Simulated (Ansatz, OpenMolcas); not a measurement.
**Si2NH6 (SMILES [SiH2]N[SiH3]): the vertical energy of the quartet above the doublet, rung by rung**

The species is Si2NH6 (9 atoms), meant as a doublet with charge 0. SMILES: `[SiH2]N[SiH3]`. The shape is that of a PBE0-D4/def2-TZVP optimisation. This is one conformer, not always the lowest.

Quantity: the vertical energy of the quartet above the doublet, in eV. The values are calculated.

```
            level                    kind     program  value (eV)  CPU time (all runs)
 U-r2SCAN/cc-pVDZ                meta-GGA  OpenMolcas        6.12              3.1 min
U-r2SCAN0/cc-pVDZ         hybrid meta-GGA      Ansatz        6.26                 68 s
   UBHLYP/cc-pVDZ           global hybrid  OpenMolcas        6.53              2.3 min
    UPBE0/cc-pVDZ           global hybrid  OpenMolcas        6.25              2.3 min
   UHSE06/cc-pVDZ  range-separated hybrid      Ansatz        6.23                 33 s
UPBE-QIDH/cc-pVDZ           double hybrid      Ansatz        6.62                 30 s
 RPA@PBE0/cc-pVDZ                     RPA      Ansatz        6.63                 44 s
     UMP2/cc-pVDZ     perturbation theory      Ansatz        6.90                  8 s
```

The values span 6.12 to 6.90 eV. CPU times are rough (shared hosts, several kinds of processor and program).
